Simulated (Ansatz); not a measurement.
# AlBH: the cost of one run

Program: Ansatz 0.2.0, Gaussian basis. Level of theory: def2-QZVPP, all electrons in the functionals. These are calculated values, not measurements.

Plan: PBE, BLYP, r2SCAN, B97M-V, PBE0, B3LYP, at charge 0, quartet; charge 0, doublet; charge 0, sextet; charge 1, triplet; charge 1, quintet.

## Step 1: The system

The geometry is a PBE0/def2-TZVP stationary point (not a proven minimum).

3 atoms, charge 0, spin multiplicity 4.

Atoms are counted from 1 here; the program's logs count them from 0.

Bond lengths: B1–Al2 1.941 Å, B1–H3 1.185 Å. Angles: Al2–B1–H3 180.0°.

No dispersion term is added; B97M-V holds VV10 nonlocal correlation. B3LYP takes the VWN-RPA correlation.

The geometry shown and the zero of energy belong to the point charge 0, quartet. The yardstick, UCCSD(T), and other wave-function levels (R restricted, U unrestricted, valence and pair active spaces) come from earlier runs.

## Step 2: PBE, charge 0, quartet

in.yaml reads:

```yaml
crystal:
  periodic: [false, false, false]
  atoms:
    - {symbol: B, position_ang: [0.000000, 0.000000, 0.251900]}
    - {symbol: Al, position_ang: [0.000000, 0.000000, -1.688900]}
    - {symbol: H, position_ang: [0.000000, 0.000000, 1.437000]}
basis:
  gaussian: {orbitals: "def2-QZVPP.json"}
magnetization: {spin_polarized: true, initial_magnetization: 3}
hamiltonian: {xc: {name: PBE}}
output: {orbitals: {seedname: orbitals}}
```

The run is started by

```sh
$ ansatz run in.yaml --threads 1 --pin off --events-out ev --progress --plain --max-ram 2393MiB
```

**Question.** How long does this run take on 1 thread of Arm Neoverse V2, shared host?

About 2.7 s.
